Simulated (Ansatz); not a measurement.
Consider the formal exchange of groups at a C–C bond: `CC(F)(F)CCl` + `ClCCCl` → `ClCC(Cl)CCl` + `CC(F)F`.

Isolated molecules relaxed with PBE0-D4/def2-TZVP in Ansatz; ΔE leaves out vibrations. CCSD(T)/CBS is the MP2 limit (def2-TZVPP, def2-QZVPP) plus CCSD(T) − MP2 in def2-TZVPP, frozen cores. This one scheme is used for every species. DFT in def2-TZVPP. Each species was taken in one conformer, which may not be the lowest.

```csv
level,ΔE (kJ/mol)
r2SCAN-D4,13.1
PBE0,11.7
```

What does CCSD(T)/CBS give? (Best estimate.)

Ansatz gave: +9.2 kJ/mol. The listed levels differ from it by 3.9, 2.5 kJ/mol.

Largest T1 diagnostic among the species: 0.011.

In def2-TZVPP, CCSD(T) changes the Hartree–Fock value by −7.8 kJ/mol (the triples alone add −1.3 kJ/mol) and MP2 by −12.2 kJ/mol. The D4 term adds −4.0 kJ/mol with B3LYP and −2.3 kJ/mol with PBE0; it sums over pairs of atoms, weighted by their polarisabilities, and B3LYP, whose exchange is more repulsive, gets the larger term.

B3LYP here is the variant with VWN-RPA as its local correlation; programs differ in this.
